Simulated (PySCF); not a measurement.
PySCF job for P2, SMILES P#P, PBE/pcSseg-2. Geometry optimised at B3LYP-D3(BJ)/def2-TZVPD.

```python
import numpy as np
from pyscf import gto, scf, dft
from pyscf.prop.nmr import rks as nmr

mol = gto.M(
    atom='''
    P     0.00000000    0.00000000   -0.94422005
    P     0.00000000    0.00000000    0.94422005
    ''',
    basis='pcSseg-2',
    charge=0,
    spin=0,
    max_memory=1600,
    verbose=3,
)
mf = dft.RKS(mol, xc='pbe')
mf.grids.level = 3
mf.conv_tol = 1e-10
mf.max_cycle = 100
mf.kernel()
n = nmr.NMR(mf)
n.verbose = 2
n.max_cycle_cphf = 60
sigma = n.kernel()
print('atom   isotropic/ppm   span/ppm')
for i, s in enumerate(sigma):
    w = np.linalg.eigvalsh((s + s.T) / 2)
    print(f'{mol.atom_symbol(i):2s}{i + 1:3d} {w.mean():14.3f} {w[2] - w[0]:11.3f}')
```

Log of the run:

```
converged SCF energy = -682.414119226397
atom   isotropic/ppm   span/ppm
P   1       -324.523    1941.348
P   2       -324.523    1941.348
```

The run converged.
